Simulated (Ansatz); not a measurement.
Results of r²SCAN in Ansatz (PAW) for hcp Ti.

Run with plane-wave cutoff 600 eV, 24×24×14 k mesh (along the axes of the cell as run), Fermi–Dirac smearing 0.031 eV (set by the program), no spin polarisation, scalar-relativistic PAW data made under PBE.

Cell (measured lattice):

```
Ti
1.0
    2.95050     0.00000     0.00000
   -1.47525     2.55521     0.00000
    0.00000     0.00000     4.68330
Ti
2
Direct
  0.66667   0.33333   0.75000
  0.33333   0.66667   0.25000
```

Task: Give the computed Poisson ratio, Young modulus, elastic constant C13, elastic constant C33, elastic constant C11, elastic constant C12, elastic constant C44 and elastic constant C66.

Result: 
* **Poisson ratio**: 0.295
* **Young modulus**: 134 GPa
* **elastic constant C13**: 70.0 GPa
* **elastic constant C33**: 183 GPa
* **elastic constant C11**: 180 GPa
* **elastic constant C12**: 80.6 GPa
* **elastic constant C44**: 51.2 GPa
* **elastic constant C66**: 49.7 GPa

Measured, for comparison: elastic constant C13 68 GPa, elastic constant C33 191 GPa, elastic constant C11 176 GPa, elastic constant C12 87 GPa, elastic constant C44 51 GPa (4 K, zero-point motion not removed; as tabulated in Ferrari et al. (2019), arXiv:1905.01197). Computed (rounded) less measured: elastic constant C13 +3 %, elastic constant C33 -4 %, elastic constant C11 +2 %, elastic constant C12 -7 %, elastic constant C44 +0.4 %.

Note: the cell isn't this level's own, so it is under some stress, which shifts stiffness and frequencies.

Elastic constants are with the ions relaxed.

The computed numbers hold no vibrational or temperature effects.

Cost on a shared machine: roughly 40 core-minutes.

Ansatz is an electronic-structure program.
